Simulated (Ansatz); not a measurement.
The input, for Ansatz 0.2.0:

```yaml
crystal:
  periodic: [false, false, false]
  atoms:
    - {symbol: Si, position_ang: [0.001933, -0.030916, 1.666283]}
    - {symbol: Ge, position_ang: [0.001100, 0.029669, -0.709617]}
    - {symbol: H, position_ang: [1.259856, -0.679901, 2.131436]}
    - {symbol: H, position_ang: [-0.053713, 1.359681, 2.105589]}
    - {symbol: H, position_ang: [-1.306889, -0.726536, 2.109749]}
    - {symbol: H, position_ang: [-0.032387, -1.229995, -1.635978]}
basis:
  gaussian: {orbitals: cc-pVDZ}
magnetization: {spin_polarized: false, initial_magnetization: 2}
hamiltonian: {xc: {name: B3LYP}}
correlation: {method: ccsd, electrons: outside_noble_gas}
output: {forces: true}
```

```sh
$ ansatz run in.yaml --threads 1 --pin off --events-out ev --progress --plain --max-ram 2393MiB
```

Q: Roughly how long does this take on 1 thread of Arm Neoverse V2, shared host, and how much host memory?

A: 10 s wall and 0.2 GiB.

```
682 factors; integrals over basis functions are off by at most 1.2e-3 eV
mean field evaluation 1: about -64459.2387 eV, gradient 9.0e0 eV
mean field evaluation 2: about -64459.2852 eV, gradient 8.8e0 eV
mean field evaluation 4: about -64459.6739 eV, gradient 2.0e0 eV
mean field evaluation 8: about -64459.6967 eV, gradient 1.0e-1 eV
mean field evaluation 16: about -64459.6968 eV, gradient 3.9e-5 eV
mean field -64459.69680448 eV, -2368.8501652131 hartree, gradient 6.0e-6 eV, S^2 2.000000; 0 other end points of the search recorded, 0 dependent functions left out
19 core orbitals not correlated: weight in the atoms' cores, before any rotation towards them, 0.999 or more for the frozen orbitals, at most 0.000 for the correlated occupied ones
reference -64396.12571094 eV, -2366.5139706153 hartree; 7, 5 occupied and 39, 41 virtual orbitals, 682 factors
second order -4.84350024 eV of doubles, -0.28939951 eV of singles
cycle   1  -5.85273562 eV  change   -7.2e-1 eV  update   6.3e-2
cycle   2  -6.09156181 eV  change   -2.4e-1 eV  update   2.1e-2
cycle   3  -6.11320229 eV  change   -2.2e-2 eV  update   6.0e-3
cycle   4  -6.11416025 eV  change   -9.6e-4 eV  update   2.6e-3
cycle   5  -6.11364412 eV  change    5.2e-4 eV  update   9.9e-4
cycle   6  -6.11352954 eV  change    1.1e-4 eV  update   3.5e-4
cycle   7  -6.11361219 eV  change   -8.3e-5 eV  update   1.4e-4
cycle   8  -6.11364293 eV  change   -3.1e-5 eV  update   5.0e-5
cycle   9  -6.11363507 eV  change    7.9e-6 eV  update   2.1e-5
cycle  10  -6.11363366 eV  change    1.4e-6 eV  update   9.7e-6
cycle  11  -6.11363379 eV  change   -1.3e-7 eV  update   4.6e-6
cycle  12  -6.11363281 eV  change    9.8e-7 eV  update   1.5e-6
the calculation of the forces begins
mean field evaluation 32: about -64459.6614 eV, gradient 2.0e-1 eV
Total energy: -64402.23934375 eV, -2366.7386424771 hartree
Atom 0 at     0.001933    -0.030916     1.666283 Å, force    -0.832995    -0.763457    -0.032307 eV/Å
Atom 1 at     0.001100     0.029669    -0.709617 Å, force     0.015134    -0.026876    -0.517209 eV/Å
Atom 2 at     1.259856    -0.679901     2.131436 Å, force    -0.137962    -0.101610     0.213216 eV/Å
Atom 3 at    -0.053713     1.359681     2.105589 Å, force     0.045693     0.535254     0.225492 eV/Å
Atom 4 at    -1.306889    -0.726536     2.109749 Å, force     0.906514     0.244104    -0.045288 eV/Å
Atom 5 at    -0.032387    -1.229995    -1.635978 Å, force     0.003616     0.112586     0.156095 eV/Å
Dipole moment:     0.020310    -0.003597     0.132739 e Å
```

Forces (eV/Å):
```
Si  -0.833 -0.763 -0.032
Ge   0.015 -0.027 -0.517
H   -0.138 -0.102  0.213
H    0.046  0.535  0.225
H    0.907  0.244 -0.045
H    0.004  0.113  0.156
```
